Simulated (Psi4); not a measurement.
# C3HO (SMILES [CH]=C=C=O): levels of theory compared

We compute a comparison of 4 runs (UHF/def2-SVP, UB3LYP/6-31G*, UM11/6-311G*, U-wB97X-D3(BJ)/6-311++G**) of C3HO. 

The calculation is run with Psi4 1.11.

6 further runs of the same task are left out: 2 that didn't finish, 4 set aside as unsound or not needed.

## (1) The system as given

C3HO: 5 atoms, total charge 0, spin state doublet. SMILES: `[CH]=C=C=O`. The coordinates come from a GFN2-xTB relaxation.

Bond lengths: C1–C2 1.252 Å, C2–C3 1.300 Å, C3–O4 1.172 Å, C1–H5 1.057 Å. Angles: C1–C2–C3 162.3°, C2–C3–O4 169.4°, C2–C1–H5 146.6°.

## (2) Energy and forces at UHF/def2-SVP (run 1)

The input, input.inp:

```
memory 1600 mb

molecule mol {
  0 2
  C     -0.223530     1.255810    -0.274060
  C     -0.061950     0.034640    -0.050480
  C      0.402120    -1.089620     0.408370
  O      0.664770    -2.192990     0.702840
  H     -0.781410     1.992160    -0.786660
  units angstrom
  symmetry c1
  no_reorient
  no_com
}

set globals {
  reference     uhf
  puream        true
  e_convergence 1e-09
  d_convergence 1e-08
  scf_type      pk
  maxiter       200
}

energy_value, wavefunction = gradient("hf/def2-SVP", return_wfn=True)
oeprop(wavefunction, "DIPOLE", "LOWDIN_CHARGES", "WIBERG_LOWDIN_INDICES", title="HF")
```

Started as:

```
$ psi4 -n 1 input.inp input.out
```

input.out:

```text
[...]
  Running in c1 symmetry.
[...]
  Nuclear repulsion =   82.552425548411193
[...]
  Multiplicity = 2
[...]
  Nalpha       = 14
  Nbeta        = 13
[...]
    Number of basis functions: 61
[...]
   @UHF iter   1:  -188.69625400941467   -9.25102e-01   5.83039e-03 DIIS/ADIIS
[...]
   @UHF iter  30:  -188.77250448784653   -1.20792e-11   5.79007e-09 DIIS
[...]
   @S^2 Observed:                1.113657414E+00
[...]
    Orbital Energies [Eh]
    ---------------------
    Alpha Occupied:
       1A    -20.622929     2A    -11.385651     3A    -11.306467
       4A    -11.263616     5A     -1.445779     6A     -1.092094
       7A     -0.959804     8A     -0.742651     9A     -0.718115
      10A     -0.678097    11A     -0.591461    12A     -0.516776
      13A     -0.448412    14A     -0.329278
    Alpha Virtual:
      15A      0.044253    16A      0.184529    17A      0.230884
      18A      0.304586    19A      0.330208    20A      0.401623
      21A      0.431558    22A      0.586384    23A      0.617046
      24A      0.643735    25A      0.681725    26A      0.702485
[...]
  @UHF Final Energy:  -188.77250448784653
   => Energetics <=
    Nuclear Repulsion Energy =             82.5524255484111933
    One-Electron Energy =                -419.0007423866354657
    Two-Electron Energy =                 147.6758123503777540
    Total Energy =                       -188.7725044878465326
  UHF NO Occupations:
  HONO-2 :   12  A 1.9385891
  HONO-1 :   13  A 1.8870579
[...]
  -Total Gradient:
     Atom            X                  Y                   Z
    ------   -----------------  -----------------  -----------------
       1       -0.002972647677    -0.021367404655    -0.000798086601
       2       -0.000629497698     0.016868350510    -0.001605479433
       3       -0.013533442766     0.050343599046    -0.014961857042
       4        0.009034902188    -0.036290783419     0.010099371462
       5        0.008100685953    -0.009553761483     0.007266051614
[...]
 Multipole Moments:
 ------------------------------------------------------------------------------------
     Multipole            Electronic (a.u.)      Nuclear  (a.u.)        Total (a.u.)
 ------------------------------------------------------------------------------------
 L = 1.  Multiply by 2.5417464519 to convert [e a0] to [Debye]
 Dipole X            :        -10.2316396            9.8957209           -0.3359186
 Dipole Y            :         28.0309737          -27.1114850            0.9194887
 Dipole Z            :        -10.4325098           10.0893234           -0.3431864
 Magnitude           :                                                    1.0373417
[...]
```

It took 4.8 s on 1 thread of Intel Xeon Platinum 8259CL at 2.50GHz (Skylake/Cascade Lake), shared host; peak memory 0.21 GiB.

## (3) Energy and gradient at UB3LYP/6-31G(d) (spherical functions) (run 2)

The input, job.in:

```
memory 1600 MB

molecule system {
  0 2
  C     -0.223530     1.255810    -0.274060
  C     -0.061950     0.034640    -0.050480
  C      0.402120    -1.089620     0.408370
  O      0.664770    -2.192990     0.702840
  H     -0.781410     1.992160    -0.786660
  symmetry c1
  no_reorient
  no_com
}

set globals {
  basis 6-31G*
  reference uks
  puream true
  e_convergence 1e-09
  d_convergence 1e-08
  scf_type pk
  dft_radial_points 99
  dft_spherical_points 590
  maxiter 200
}

energy_value, wavefunction = gradient("b3lyp", return_wfn=True)
oeprop(wavefunction, "MULLIKEN_CHARGES", "QUADRUPOLE", "MAYER_INDICES")
print_variables()
```

Started as:

```
$ psi4 -n 1 job.in job.out
```

job.out, shortened:

```text
[...]
  Running in c1 symmetry.
[...]
  Nuclear repulsion =   82.552425548411193
[...]
  Multiplicity = 2
[...]
  Nalpha       = 14
  Nbeta        = 13
[...]
    Number of basis functions: 58
[...]
   @UKS iter   1:  -189.84273983445479   -3.64258e-01   9.40833e-03 ADIIS/DIIS
[...]
   @UKS iter  15:  -189.99761030422312   -2.67164e-12   9.83891e-09 DIIS
[...]
   @S^2 Observed:                7.644233215E-01
[...]
  @UKS Final Energy:  -189.99761030422312
   => Energetics <=
    Nuclear Repulsion Energy =             82.5524255484111933
    One-Electron Energy =                -419.9043467294080756
    Two-Electron Energy =                 167.6842953220202332
    DFT Exchange-Correlation Energy =     -20.3299844452464598
    Empirical Dispersion Energy =           0.0000000000000000
    VV10 Nonlocal Energy =                  0.0000000000000000
    Total Energy =                       -189.9976103042231159
[...]
  -Total Gradient:
     Atom            X                  Y                   Z
    ------   -----------------  -----------------  -----------------
       1       -0.007625792229    -0.011027866326    -0.005390918816
       2        0.001982777687     0.005270355158     0.001405799432
       3       -0.000134064600    -0.002800898199    -0.000164411124
       4       -0.004132131426     0.017366750871    -0.004545513965
       5        0.009909216669    -0.008808856712     0.008695097043
[...]
 Multipole Moments:
 ------------------------------------------------------------------------------------
     Multipole            Electronic (a.u.)      Nuclear  (a.u.)        Total (a.u.)
 ------------------------------------------------------------------------------------
 L = 1.  Multiply by 2.5417464519 to convert [e a0] to [Debye]
 Dipole X            :        -10.2026303            9.8957209           -0.3069093
 Dipole Y            :         27.7012334          -27.1114850            0.5897484
 Dipole Z            :        -10.3843797           10.0893234           -0.2950564
 Magnitude           :                                                    0.7273615
 L = 2.  Multiply by 1.3450342976 to convert [e a0^2] to [Debye ang]
 Quadrupole XX       :        -35.4210294           19.4229450          -15.9980843
 Quadrupole XY       :         62.1414487          -62.6559621           -0.5145134
[...]
  Mulliken Charges: (a.u.)
   Center  Symbol    Alpha    Beta     Spin     Total
[...]
```

Run time: 24 s. Hardware: 1 thread of Intel Xeon Platinum 8259CL at 2.50GHz (Skylake/Cascade Lake), shared host; peak memory 0.63 GiB.

## (4) Energy and forces at UM11/6-311G(d) (density fitting) (run 3)

The input, calc.py:

```python
import psi4

psi4.set_memory('1600 MB')
psi4.set_num_threads(1)
psi4.core.set_output_file('psi4.out', False)

molecule = psi4.geometry("""
0 2
C     -0.42241048     2.37313696    -0.51789834
C     -0.11706853     0.06546011    -0.09539337
C      0.75989667    -2.05908338     0.77170746
O      1.25623324    -4.14415049     1.32817511
H     -1.47665089     3.76463680    -1.48657195
units au
""")

psi4.set_options({
    'basis': '6-311G*',
    'reference': 'uks',
})

e_tot, wfn = psi4.gradient('m11', return_wfn=True)
print('gradient / Eh bohr^-1')
print(e_tot.np.round(6))
print(f'energy = {wfn.energy():.10f} Eh')
```

Started as:

```
$ python calc.py
```

psi4.out:

```text
[...]
  Running in c1 symmetry.
[...]
  Nuclear repulsion =   82.552425669854614
[...]
  Multiplicity = 2
[...]
  Nalpha       = 14
  Nbeta        = 13
[...]
    Number of basis functions: 75
[...]
   @DF-UKS iter   1:  -189.85084706269279   -7.37974e-01   6.42224e-03 DIIS/ADIIS
[...]
   @DF-UKS iter  22:  -189.94779334084549   -2.19131e-11   4.40807e-09 DIIS
[...]
   @S^2 Observed:                7.747896549E-01
[...]
    Orbital Energies [Eh]
    ---------------------
    Alpha Occupied:
       1A    -19.515317     2A    -10.568934     3A    -10.486241
       4A    -10.463492     5A     -1.263166     6A     -0.961813
       7A     -0.839242     8A     -0.667868     9A     -0.643099
      10A     -0.607091    11A     -0.593880    12A     -0.464281
      13A     -0.433934    14A     -0.290805
    Alpha Virtual:
      15A     -0.028032    16A      0.119011    17A      0.144975
      18A      0.213323    19A      0.238556    20A      0.352696
      21A      0.379699    22A      0.453504    23A      0.456990
      24A      0.473759    25A      0.494666    26A      0.541379
[...]
  @DF-UKS Final Energy:  -189.94779334084549
   => Energetics <=
    Nuclear Repulsion Energy =             82.5524256698546139
    One-Electron Energy =                -419.7723388029110083
    Two-Electron Energy =                 159.9634955750802305
    DFT Exchange-Correlation Energy =     -12.6913757828693523
    Empirical Dispersion Energy =           0.0000000000000000
    VV10 Nonlocal Energy =                  0.0000000000000000
    Total Energy =                       -189.9477933408454930
[...]
 Multipole Moments:
 ------------------------------------------------------------------------------------
     Multipole            Electronic (a.u.)      Nuclear  (a.u.)        Total (a.u.)
 ------------------------------------------------------------------------------------
 L = 1.  Multiply by 2.5417464519 to convert [e a0] to [Debye]
 Dipole X            :          0.6105768           -0.9292674           -0.3186906
 Dipole Y            :         -1.7583042            2.4021025            0.6437983
 Dipole Z            :          0.6284696           -0.9377380           -0.3092684
 Magnitude           :                                                    0.7821041
[...]
  -Total Gradient:
     Atom            X                  Y                   Z
    ------   -----------------  -----------------  -----------------
       1       -0.009110953229     0.010212313972    -0.008198125739
       2        0.001143095725    -0.010412068613     0.001888580505
       3       -0.005048910023     0.030147889435    -0.006575939962
       4        0.003198977464    -0.018875964200     0.004077705691
       5        0.009821928126    -0.011073588167     0.008787237043
[...]
```

Standard output:

```text
gradient / Eh bohr^-1
[[-0.009111  0.010212 -0.008198]
 [ 0.001143 -0.010412  0.001889]
 [-0.005049  0.030148 -0.006576]
 [ 0.003199 -0.018876  0.004078]
 [ 0.009822 -0.011074  0.008787]]
energy = -189.9477933408 Eh
```

Run time: 24 s. Hardware: 1 thread of Intel Xeon Platinum 8259CL at 2.50GHz (Skylake/Cascade Lake), shared host; peak memory 0.73 GiB.

## (5) Energy and one-electron properties at U-wB97X-D3(BJ)/6-311++G(d,p) (run 4)

The input, job.json:

```json
{
 "schema_name": "qcschema_input",
 "schema_version": 1,
 "molecule": {
  "schema_name": "qcschema_molecule",
  "schema_version": 2,
  "symbols": ["C", "C", "C", "O", "H"],
  "geometry": [-0.42241048, 2.37313696, -0.51789834, -0.11706853, 0.06546011, -0.09539337, 0.75989667, -2.05908338, 0.77170746, 1.25623324, -4.14415049, 1.32817511, -1.47665089, 3.7646368, -1.48657195],
  "molecular_charge": 0,
  "molecular_multiplicity": 2
 },
 "driver": "energy",
 "model": {
  "method": "wb97x-d3bj",
  "basis": "6-311++G**"
 },
 "keywords": {
  "reference": "uks",
  "scf_type": "pk",
  "scf_properties": ["QUADRUPOLE", "DIPOLE", "ESP_AT_NUCLEI", "MBIS_CHARGES"]
 }
}
```

Started as:

```
$ psi4 --qcschema job.json -n 1 --memory 1600MB
```

stdout:

```text
[...]
  Running in c1 symmetry.
[...]
  Nuclear repulsion =   82.552425669854614
[...]
  Multiplicity = 2
[...]
  Nalpha       = 14
  Nbeta        = 13
[...]
    Number of basis functions: 95
[...]
   @UKS iter   1:  -189.98987566428514   -8.85776e-01   5.33204e-03 ADIIS/DIIS
[...]
   @UKS iter  12:  -190.10152195279278   -2.14398e-07   6.70435e-07 DIIS
[...]
   @S^2 Observed:                7.757731452E-01
[...]
    Orbital Energies [Eh]
    ---------------------
    Alpha Occupied:
       1A    -19.294624     2A    -10.413320     3A    -10.331029
       4A    -10.312091     5A     -1.264840     6A     -0.961771
       7A     -0.839984     8A     -0.664424     9A     -0.639479
      10A     -0.598910    11A     -0.585326    12A     -0.462583
      13A     -0.430037    14A     -0.292002
    Alpha Virtual:
      15A     -0.026390    16A      0.037219    17A      0.063089
      18A      0.096887    19A      0.097108    20A      0.100382
      21A      0.114066    22A      0.135703    23A      0.160224
      24A      0.166304    25A      0.173484    26A      0.181923
[...]
  @UKS Final Energy:  -190.10152195279278
   => Energetics <=
    Nuclear Repulsion Energy =             82.5524256698546139
    One-Electron Energy =                -419.6518485558935367
    Two-Electron Energy =                 164.6345415878093945
    DFT Exchange-Correlation Energy =     -17.6305806635820055
    Empirical Dispersion Energy =          -0.0060599909812107
    VV10 Nonlocal Energy =                  0.0000000000000000
    Total Energy =                       -190.1015219527927798
[...]
 Multipole Moments:
 ------------------------------------------------------------------------------------
     Multipole            Electronic (a.u.)      Nuclear  (a.u.)        Total (a.u.)
 ------------------------------------------------------------------------------------
 L = 1.  Multiply by 2.5417464519 to convert [e a0] to [Debye]
 Dipole X            :          0.6035647           -0.9292674           -0.3257027
 Dipole Y            :         -1.7819112            2.4021025            0.6201913
 Dipole Z            :          0.6246713           -0.9377380           -0.3130667
 Magnitude           :                                                    0.7672876
 L = 2.  Multiply by 1.3450342976 to convert [e a0^2] to [Debye ang]
 Quadrupole XX       :        -32.2413878           15.8280652          -16.4133226
 Quadrupole XY       :         51.6027157          -52.8020549           -1.1993392
[...]
```

The result, in JSON:

```text
{
 "driver": "energy",
 "model": {
  "method": "wb97x-d3bj",
  "basis": "6-311++G**"
 },
 "success": true,
 "return_result": -190.10152195279278,
 "properties": {
  "calcinfo_nbasis": 95,
  "calcinfo_nmo": 95,
  "calcinfo_nalpha": 14,
  "calcinfo_nbeta": 13,
  "calcinfo_natom": 5,
  "nuclear_repulsion_energy": 82.55242566985461,
  "return_energy": -190.10152195279278,
  "scf_one_electron_energy": -419.65184855589354,
  "scf_two_electron_energy": 164.6345415878094,
  "scf_xc_energy": -17.630580663582005,
  "scf_dispersion_correction_energy": -0.006059990981210735,
  "scf_dipole_moment": [-0.3257026620305026, 0.6201913021743066, -0.3130666722121078],
  "scf_total_energy": -190.10152195279278,
  "scf_iterations": 12
 }
}
```

It took 23 s on 1 thread of Intel Xeon Platinum 8259CL at 2.50GHz (Skylake/Cascade Lake), shared host; peak memory 0.7 GiB.

Atomic charges (e):

```csv
atom,MBIS
C1,-0.149
C2,-0.315
C3,+0.598
O4,-0.362
H5,+0.227
```

## (6) All runs side by side

```csv
run,level,integration grid,integrals,energy (Eh),dipole moment (D),HOMO energy (eV),LUMO energy (eV),wall time
1,UHF/def2-SVP,–,pk,-188.772504,2.64,-8.96,1.20,4.8 s
2,UB3LYP/6-31G* (spherical functions),99 radial × 590 angular,pk,-189.997610,1.85,-5.07,-2.64,24 s
3,UM11/6-311G* (density fitting),75 radial × 302 angular,df,-189.947793,1.99,-7.91,-0.76,24 s
4,U-wB97X-D3(BJ)/6-311++G**,75 radial × 302 angular,pk,-190.101522,1.95,-7.95,-0.72,23 s
```

## (7) Results

| quantity | value |
| --- | --- |
| run 4: total energy | -190.10152 Eh |
| run 4: dipole moment | 1.95 D |
| run 4: HOMO energy (highest over α and β) | -7.95 eV |
| run 4: LUMO energy (lowest over α and β) | -0.72 eV |
| run 4: dispersion energy | -15.91 kJ/mol |
| run 4: ⟨S²⟩ | 0.776 |

The dipole moment (its size) runs from 1.85 D (UB3LYP/6-31G*) to 2.64 D (UHF/def2-SVP). The two ends differ in method and basis. Totals of different functionals can't be ranked against each other. Spin contamination of the reference: run 1 ⟨S²⟩ = 1.11. All runs together took 75 s, the longest 24 s.
